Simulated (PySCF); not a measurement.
## Static response to an electric field

Compound: tricarbon monoxide, C3O (singlet state).
SMILES with atom numbers: `[C:1]=[C:2]=[C:3]=[O:4]`

Cartesian coordinates in Å at the PBE0-D3(BJ)/def2-SVP level; atoms count from 1:
```
atom  x, y, z in Å
C1     1.8055    0.0599   -0.8334
C2     0.5958    0.0160   -0.4265
C3    -0.6376   -0.0296   -0.0077
O4    -1.7252   -0.0690    0.3611
```

Level: wB97X-D/def2-SVPD (PySCF), static field, nuclei fixed, core orbitals frozen in the response. The polarisability tensor in these axes (au):

```
x    62.55   1.38 -12.80
y     1.38  24.77  -0.47
z   -12.80  -0.47  29.05
```

Question: What are the eigenvalues, a third of the trace, and Δα (Δα² = ½Σ(αi − αj)² over the three pairs)?

Answer: Principal values 24.72, 24.72 and 66.93 au; mean 38.79 au = 5.75 Å³ = 6.40 × 10⁻⁴⁰ C²·m²/J; Δα = 42.21 au (109 % of the mean).

Question: What is the dipole moment, and where does it point?

Answer: (-2.18, -0.08, 0.74) D, 2.30 D in size, pointing from the negative to the positive side. Measured along this direction, the outermost atoms are C1 at the negative end and O4 at the positive end.

Question: Rayleigh depolarisation ratio (linearly polarised light, static tensor)?

Answer: ρ = 3Δα²/(45ᾱ² + 4Δα²) = 5346.3/(67702 + 7128.4) = 0.0714.

Question: What molar refraction does this α imply?

Answer: Lorentz–Lorenz: R = (4π/3)N_A α = 2.5225 cm³/(mol·Å³) × 5.75 Å³ = 14.5 cm³/mol, in the limit of long wavelengths.

Question: Find the Langevin capture rate constant for H3+ (3.023 u) meeting this molecule (51.995 u), k = 2.342 × 10⁻⁹ cm³/s × √(α in Å³ / reduced mass in u).

Answer: The reduced mass is 2.86 u, so k = 3.32 × 10⁻⁹ cm³/s. The formula leaves out the permanent dipole, which adds to the capture rate.

Question: In a dilute gas of rigid molecules at 298 K, how does the orientational term μ²/3kT compare with the electronic polarisability?

Answer: In Gaussian units μ²/3kT = 42.97 Å³ against 5.75 Å³, a ratio of 7.48; the Debye molar polarisation (4π/3)N_A(α + μ²/3kT) is 122.9 cm³/mol, leaving out the vibrational part.

Question: Refractivity n − 1 of an ideal gas of it at 298.15 K and 1 atm, from the electronic α?

Answer: N = p/kT = 2.4615 × 10¹⁹ cm⁻³, so n − 1 = 2π × N × 5.75 × 10⁻²⁴ cm³ = 889 × 10⁻⁶ at long wavelengths.

Geometry: PBE0-D3(BJ)/def2-SVP; no solvent, vibrations or thermal averaging.

The run behind these numbers computed excited states and ΔSCF ions as well. Time: 14 s of wall time; peak memory 0.37 GiB. Hardware: Intel Xeon at 2.60 GHz, one thread, no GPU, on a shared host.
